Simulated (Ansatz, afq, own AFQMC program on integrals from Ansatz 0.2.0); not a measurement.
AFQMC on a folder of integrals that Ansatz 0.2.0 wrote.

```yaml
crystal:
  periodic: [false, false, false]
  atoms:
    - {symbol: Ge, position_ang: [0.000000, 0.000000, 0.254906]}
    - {symbol: N, position_ang: [0.000000, 0.000000, -1.477093]}
    - {symbol: H, position_ang: [0.000000, 1.292510, 1.077857]}
    - {symbol: H, position_ang: [0.000000, -1.292509, 1.077857]}
basis:
  gaussian: {orbitals: cc-pVTZ}
magnetization: {spin_polarized: false, initial_magnetization: 1}
correlation: {method: ccsd_t, electrons: outside_noble_gas, hamiltonian_folder: ham}
```

```sh
$ ansatz run in.yaml --threads 1 --pin off --events-out ev --progress --plain --max-ram 24576MiB --backend cuda --devices 0, --max-vram 18GiB
```

Options of the walk:

```
--method phaseless --trial hf --walkers 600 --populations 10 --least-time 40 --time-step 0.005 --steps-per-block 20 --equilibration-blocks 112 --max-blocks 4000 --target-error 0.001 --factor-cut 1e-05 --start spin_pure --seed 7263 --taylor-order 6
```

Times are imaginary, in 1/Eh. The walk had a cap of 87 s. With eight or more populations the least sampling time is a fifth of least-time, and the error comes from their spread. Filled inner d shells are frozen with the cores.

Output of the walk:

```
orbitals 86  electrons 6 5  factors 568 of 612
reference energy -2130.91538069 Eh
CCSD correlation -0.31755512 Eh in 15 cycles, weight of the determinant in the CISD state 0.8420
energy of the start -2130.915382 Eh
 block  time / (1/Eh)  mean weight  energy / Eh
     1     0.100  1.0012  -2131.000592
     2     0.200  1.0022  -2131.050293
     3     0.300  1.0023  -2131.092967
     4     0.400  1.0003  -2131.121701
     5     0.500  1.0011  -2131.136586
     7     0.700  1.0012  -2131.166806
     9     0.900  1.0009  -2131.187403
    24     2.400  1.0006  -2131.244159
    70     7.000  1.0001  -2131.240559
   116    11.600  1.0003  -2131.236896
   162    16.200  1.0018  -2131.260143
   208    20.800  1.0002  -2131.246582
   254    25.400  0.9992  -2131.245080
   300    30.000  0.9994  -2131.249007
   323    32.300  1.0006  -2131.269918
   346    34.600  0.9999  -2131.260765
   392    39.200  1.0014  -2131.265293
   438    43.800  1.0002  -2131.244458
   484    48.400  0.9996  -2131.245088
   530    53.000  0.9992  -2131.245463
   576    57.600  1.0008  -2131.262276
   622    62.200  0.9997  -2131.250252
   668    66.800  0.9998  -2131.227395
   714    71.400  1.0008  -2131.262647
   760    76.000  1.0000  -2131.238192
   806    80.600  1.0001  -2131.258410
   852    85.200  0.9995  -2131.244299
   898    89.800  1.0003  -2131.253582
   921    92.100  0.9997  -2131.229552
error from the spread of 10 populations
energy -2131.247607 +/- 0.001153 Eh
(rows thinned)
```

The run passed its tests (sampling time, drift between the halves within three errors, error under three times the target), which doesn't prove that it has relaxed, ending at its cap on processor time.

Against this walk (error 31.4 meV) on the same determinant: CCSD(T) 33.9 meV lower (within the noise), a separate phaseless walk with a CISD trial and standard settings 44.4 ± 32.0 meV lower (within the noise). The error is statistical and leaves out the bias of the constraint. None of these is a sure reference here.

Cautions: constraint bias not in the error; error above the target (31.4 against 27.2 meV); no relativity below Rb; no spin-orbit coupling; inner d shell frozen; higher spins were not checked; a spin-contaminated unrestricted determinant lies lower (UHF 646 meV lower, ⟨S²⟩ 1.37).

The walk took 87 s on 1 × NVIDIA H100 80GB HBM3 with 2 threads of AMD EPYC 7R13 Processor (Zen 3) (shared host) (the card was shared). The log's last line is the phaseless energy.

A walk keeps the symmetry of its determinant, which the program's search chose and which needn't be the lowest solution, so a lower state of the same spin and another symmetry isn't excluded.
